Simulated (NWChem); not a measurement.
System: tetrafluoromethane (CF₄); SMILES FC(F)(F)F

Parts of the log:

```
             Northwest Computational Chemistry Package (NWChem) 7.3.0
             --------------------------------------------------------

 C1  symmetry detected

                             Geometry "geometry" -> ""
                             -------------------------

 Output coordinates in angstroms (scale by  1.889725989 to convert to a.u.)

  No.       Tag          Charge          X              Y              Z
 ---- ---------------- ---------- -------------- -------------- --------------
    1 F                    9.0000    -0.72041704    -0.70429881    -0.84611380
    2 C                    6.0000     0.00000093     0.00000051    -0.00000143
    3 F                    9.0000     1.16410788    -0.58636179     0.17883220
    4 F                    9.0000     0.18763675     1.20887925    -0.48409942
    5 F                    9.0000    -0.63132822     0.08178100     1.15138197

 Effective nuclear repulsion energy (a.u.)     206.5833512650

                                 NWChem DFT Module
                                 -----------------

 Summary of "ao basis" -> "ao basis" (spherical)
 ------------------------------------------------------------------------------
       Tag                 Description            Shells   Functions and Types
 ---------------- ------------------------------  ------  ---------------------
 F                           6-31g*                  6       14   3s2p1d
 C                           6-31g*                  6       14   3s2p1d

            General Information
            -------------------
          SCF calculation type: DFT
          Wavefunction type:  closed shell.
          No. of atoms     :     5
          No. of electrons :    42
           Alpha electrons :    21
            Beta electrons :    21
          Charge           :     0
          Spin multiplicity:     1
          Use of symmetry is: off; symmetry adaption is: off
          Maximum number of iterations: 150
          AO basis - number of functions:    70
                     number of shells:    30
          Convergence on energy requested:  1.00D-06
          Convergence on density requested:  1.00D-05
          Convergence on gradient requested:  5.00D-04

              XC Information
              --------------
                         B3LYP Method XC Potential
                     Hartree-Fock (Exact) Exchange  0.200
                        Slater Exchange Functional  0.800 local
                    Becke 1988 Exchange Functional  0.720 non-local
              Lee-Yang-Parr Correlation Functional  0.810
                  VWN I RPA Correlation Functional  0.190 local

             Grid Information
             ----------------
          Grid used for XC integration:  medium
          Radial quadrature: Mura-Knowles
          Angular quadrature: Lebedev.
          Tag              B.-S. Rad. Rad. Pts. Rad. Cut. Ang. Pts.
          ---              ---------- --------- --------- ---------
          F                   0.50       49           6.0       434
          C                   0.70       49           5.0       434
          Grid pruning is: on
          Number of quadrature shells:   245
          Spatial weights used:  Erf1

      Superposition of Atomic Density Guess
      -------------------------------------

 Sum of atomic energies:        -435.14958224

      Non-variational initial energy
      ------------------------------

 Total energy =    -436.519282
 1-e energy   =   -1019.298470
 2-e energy   =     376.195837
 HOMO         =      -0.575482
 LUMO         =       0.327385

     ---------------------------------------------
      Total Density - Mulliken Population Analysis
     ---------------------------------------------

    Atom       Charge   Shell Charges
 -----------   ------   -------------------------------------------------------
    1 F    9     9.48   2.00  0.94  3.42  1.01  2.11  0.01
    2 C    6     4.07   2.00  0.54  1.10  0.06  0.21  0.16
    3 F    9     9.48   2.00  0.94  3.42  1.01  2.11  0.01
    4 F    9     9.48   2.00  0.94  3.42  1.01  2.11  0.01
    5 F    9     9.48   2.00  0.94  3.42  1.01  2.11  0.01

   convergence    iter        energy       DeltaE   RMS-Dens  Diis-err
 ---------------- ----- ----------------- --------- --------- ---------
 d= 0,ls=0.0,diis     1   -437.2643645341 -6.44D+02  2.12D-02  2.03D+00
 d= 0,ls=0.0,diis     2   -437.1316023698  1.33D-01  1.14D-02  4.16D+00
 d= 0,ls=0.0,diis     3   -437.4694179192 -3.38D-01  1.33D-03  2.87D-02
 d= 0,ls=0.0,diis     4   -437.4712571163 -1.84D-03  3.51D-04  3.67D-03
 d= 0,ls=0.0,diis     5   -437.4715333073 -2.76D-04  7.79D-06  6.91D-07
 d= 0,ls=0.0,diis     6   -437.4715333699 -6.26D-08  9.95D-07  1.11D-08

         Total DFT energy =     -437.471533369941
      One electron energy =    -1018.675329892461
           Coulomb energy =      421.997631084757
    Exchange-Corr. energy =      -47.377185827271
 Nuclear repulsion energy =      206.583351265033

 Numeric. integr. density =       41.999999761242

                       DFT Final Molecular Orbital Analysis
                       ------------------------------------

 Vector   19  Occ=2.000000D+00  E=-4.272608D-01
              MO Center=  3.2D-01,  1.5D-01, -7.6D-02, r^2= 2.0D+00
   Bfn.  Coefficient  Atom+Function         Bfn.  Coefficient  Atom+Function
  ----- ------------  ---------------      ----- ------------  ---------------
    45      0.426849  4 F  px                32     -0.342170  3 F  py
    49      0.288431  4 F  px                36     -0.231211  3 F  py
     4      0.214749  1 F  py                31     -0.198685  3 F  px
    60      0.180491  5 F  py                33      0.171409  3 F  pz
    59     -0.147910  5 F  px                 8      0.145109  1 F  py

 Vector   20  Occ=2.000000D+00  E=-4.272605D-01
              MO Center=  6.9D-02, -2.2D-01,  5.9D-02, r^2= 2.1D+00
   Bfn.  Coefficient  Atom+Function         Bfn.  Coefficient  Atom+Function
  ----- ------------  ---------------      ----- ------------  ---------------
    33      0.381963  3 F  pz                 4     -0.267978  1 F  py
    37      0.258100  3 F  pz                 3      0.255506  1 F  px
    59     -0.254983  5 F  px                47     -0.233874  4 F  pz
    60      0.194221  5 F  py                 8     -0.181078  1 F  py
     7      0.172650  1 F  px                63     -0.172297  5 F  px

 Vector   21  Occ=2.000000D+00  E=-4.272601D-01
              MO Center= -3.9D-01,  7.0D-02,  1.8D-02, r^2= 2.0D+00
   Bfn.  Coefficient  Atom+Function         Bfn.  Coefficient  Atom+Function
  ----- ------------  ---------------      ----- ------------  ---------------
    60      0.341328  5 F  py                47     -0.326118  4 F  pz
     5      0.312639  1 F  pz                 3     -0.244075  1 F  px
    59      0.239692  5 F  px                64      0.230642  5 F  py
    51     -0.220364  4 F  pz                 9      0.211256  1 F  pz
     7     -0.164926  1 F  px                63      0.161964  5 F  px

 Vector   22  Occ=0.000000D+00  E= 2.005423D-01
              MO Center=  1.5D-04,  1.6D-04, -5.1D-05, r^2= 1.7D+00
   Bfn.  Coefficient  Atom+Function         Bfn.  Coefficient  Atom+Function
  ----- ------------  ---------------      ----- ------------  ---------------
    20      2.011743  2 C  s                  6     -0.570265  1 F  s
    34     -0.570373  3 F  s                 48     -0.570452  4 F  s
    62     -0.570288  5 F  s                 16      0.414317  2 C  s
    50      0.375835  4 F  py                35      0.361847  3 F  px
    65      0.357851  5 F  pz                 9     -0.262944  1 F  pz

 Vector   23  Occ=0.000000D+00  E= 2.033366D-01
              MO Center=  4.2D-03,  9.3D-04, -3.5D-03, r^2= 1.4D+00
   Bfn.  Coefficient  Atom+Function         Bfn.  Coefficient  Atom+Function
  ----- ------------  ---------------      ----- ------------  ---------------
    23      0.845019  2 C  pz                19      0.743872  2 C  pz
    62     -0.591126  5 F  s                  6      0.387753  1 F  s
    65      0.313075  5 F  pz                 7      0.258697  1 F  px
    63     -0.240098  5 F  px                61      0.230637  5 F  pz
    37     -0.220508  3 F  pz                 3      0.219344  1 F  px

 Vector   24  Occ=0.000000D+00  E= 2.033374D-01
              MO Center= -3.0D-03,  4.0D-03,  7.4D-04, r^2= 1.4D+00
   Bfn.  Coefficient  Atom+Function         Bfn.  Coefficient  Atom+Function
  ----- ------------  ---------------      ----- ------------  ---------------
    21      0.868109  2 C  px                17      0.764189  2 C  px
    34     -0.557913  3 F  s                  6      0.420157  1 F  s
    35      0.283635  3 F  px                36     -0.250262  3 F  py
     8      0.225991  1 F  py                 9      0.225373  1 F  pz
    49     -0.207296  4 F  px                31      0.205619  3 F  px

     ---------------------------------------------
      Total Density - Mulliken Population Analysis
     ---------------------------------------------

    Atom       Charge   Shell Charges
 -----------   ------   -------------------------------------------------------
    1 F    9     9.25   2.00  0.94  3.32  1.02  1.96  0.02
    2 C    6     4.99   2.00  0.68  1.80 -0.04  0.34  0.22
    3 F    9     9.25   2.00  0.94  3.32  1.02  1.96  0.02
    4 F    9     9.25   2.00  0.94  3.32  1.02  1.96  0.02
    5 F    9     9.25   2.00  0.94  3.32  1.02  1.96  0.02

     -------------------------------------------
      Total Density - Lowdin Population Analysis
     -------------------------------------------

    Atom       Charge   Shell Charges
 -----------   ------   -------------------------------------------------------
    1 F    9     9.06   1.99  0.93  3.19  0.81  2.10  0.04
    2 C    6     5.78   1.98  0.46  1.55  0.32  0.96  0.51
    3 F    9     9.06   1.99  0.93  3.19  0.81  2.10  0.04
    4 F    9     9.06   1.99  0.93  3.19  0.81  2.10  0.04
    5 F    9     9.06   1.99  0.93  3.19  0.81  2.10  0.04

     Multipole analysis of the density
     ---------------------------------

     L   x y z        total         alpha         beta         nuclear
     -   - - -        -----         -----         ----         -------
     0   0 0 0     -0.000000    -21.000000    -21.000000     42.000000

     1   1 0 0      0.000003      0.000001      0.000001      0.000000
     1   0 1 0      0.000002      0.000001      0.000001      0.000000
     1   0 0 1     -0.000006     -0.000003     -0.000003      0.000000

     2   2 0 0    -18.249985    -46.212954    -46.212954     74.175922
     2   1 1 0      0.000001      0.000000      0.000000      0.000000
     2   1 0 1      0.000003      0.000001      0.000001     -0.000000
     2   0 2 0    -18.249982    -46.213006    -46.213006     74.176031
     2   0 1 1      0.000001      0.000001      0.000001     -0.000000
     2   0 0 2    -18.249982    -46.212815    -46.212815     74.175648
```

Level: B3LYP/6-31G* (spherical d). Coordinates come from a PBE0/def2-SVP optimisation.

Task: Which NWChem input produces such a log?

Result: This is not unique; one that fits is the input that was run:
```
start job
memory heap 200 mb stack 900 mb global 1100 mb
geometry units angstroms noautoz
  F     -0.891122    -0.754919     0.605759
  C     -0.000001     0.000000    -0.000002
  F      0.866233    -0.763868    -0.630154
  F     -0.605276     0.783630    -0.866323
  F      0.630165     0.735159     0.890717
end
basis spherical
  * library 6-31g*
end
dft
  xc b3lyp
  iterations 150
  mulliken
end
task dft energy
```
